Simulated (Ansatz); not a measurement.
**C₂H₄FN: one species, many methods**

One table from this session's results is given with a row withheld; the runs are named, their logs left out.

Program: Ansatz 0.2.0, Gaussian basis. Level of theory: functionals in def2-TZVPP, the program's frozen cores in correlated methods. These are calculated values, not measurements.

Plan: LDA (SPW92), PBE-D4, revPBE-D4, BLYP-D4, r2SCAN-D4, B97M-V, PBE0-D4, B3LYP-D4, r2SCANh-D4, r2SCAN0-D4, HSE06-D4, BHLYP-D4, CAM-B3LYP-D4, LC-ωPBE, ωB97X-V, ωB97M-V, B2PLYP, PBE-QIDH; CCSD(T)/def2-SVP; CCSD(T)/def2-TZVPP; MP2/def2-QZVPP; extrapolation to the limit; RPA on PBE.

### Structure used throughout

All runs share one geometry, relaxed beforehand with PBE0-D4 in a triple-zeta def2 set.

SMILES `CC(=N)F`, 8 atoms, charge 0, spin multiplicity 1.

Atoms are counted from 1 here; the program's logs count them from 0.

Bond lengths: C1–C2 1.488 Å, C1–H5 1.088 Å, C1–H6 1.092 Å, C1–H7 1.092 Å, C2–N3 1.247 Å, C2–F4 1.341 Å, N3–H8 1.015 Å. Angles: C2–C1–H5 111.2°, C2–C1–H6 109.7°, C2–C1–H7 109.7°, H5–C1–H6 109.4°, H5–C1–H7 109.4°, H6–C1–H7 107.3°, C1–C2–N3 132.0°, C1–C2–F4 110.6°, N3–C2–F4 117.4°, C2–N3–H8 110.7°.

The first run:

in.yaml

```yaml
crystal:
  periodic: [false, false, false]
  atoms:
    - {symbol: C, position_ang: [-0.246744, 0.732412, -0.287282]}
    - {symbol: C, position_ang: [0.491441, -0.429375, 0.278409]}
    - {symbol: N, position_ang: [0.166295, -1.620854, 0.450446]}
    - {symbol: F, position_ang: [1.725795, -0.065302, 0.654014]}
    - {symbol: H, position_ang: [-1.250547, 0.447964, -0.597181]}
    - {symbol: H, position_ang: [-0.308720, 1.527714, 0.458869]}
    - {symbol: H, position_ang: [0.298437, 1.132695, -1.144958]}
    - {symbol: H, position_ang: [-0.783857, -1.782254, 0.131984]}
basis:
  gaussian: {orbitals: def2-TZVPP}
hamiltonian: {xc: lda}
output: {orbitals: {seedname: orbitals}}
```

Steps of the session up to this table: LDA; PBE-D4 (GGA); revPBE-D4 (GGA); BLYP-D4 (GGA); r2SCAN-D4 (meta-GGA); B97M-V (meta-GGA); PBE0-D4 (hybrid); B3LYP-D4 (hybrid); r2SCANh-D4 (hybrid); r2SCAN0-D4 (hybrid); HSE06-D4 (hybrid); BHLYP-D4 (hybrid); CAM-B3LYP-D4 (range-separated); LC-ωPBE (range-separated); ωB97X-V (range-separated); ωB97M-V (range-separated); B2PLYP (double hybrid); PBE-QIDH (double hybrid).

One of the session's tables, all rows but one given; the rest of the session is left out.

It belongs to the step «Frontier levels by functional». 

```
  functional  HOMO (eV)  gap (eV)
 LDA (SPW92)      -6.93      5.78
      PBE-D4      -6.81      5.90
   revPBE-D4      -6.75      5.93
     BLYP-D4      -6.72      5.90
   r2SCAN-D4          ?         ?
      B97M-V      -7.33      6.80
     PBE0-D4      -8.42      8.65
    B3LYP-D4      -8.18      8.10
  r2SCANh-D4      -7.76      7.52
  r2SCAN0-D4      -8.66      9.04
    HSE06-D4      -8.01      7.85
    BHLYP-D4      -9.99     11.43
CAM-B3LYP-D4      -9.93     11.34
     LC-ωPBE     -11.31     13.99
     ωB97X-V     -10.95     13.56
     ωB97M-V     -10.86     13.19
```

**Question.** Estimate the row for r2SCAN-D4.

Worked estimate for «HOMO (eV)». Against the share of exact exchange, r2SCANh-D4 (0.1, -7.76), r2SCAN0-D4 (0.25, -8.66) give a slope of -6.00 per unit share; at 0 the line stands at -7.16.

**Answer.** HOMO (eV): -7.16; gap (eV): 6.50. In «HOMO (eV)» the line misses by 0.00.
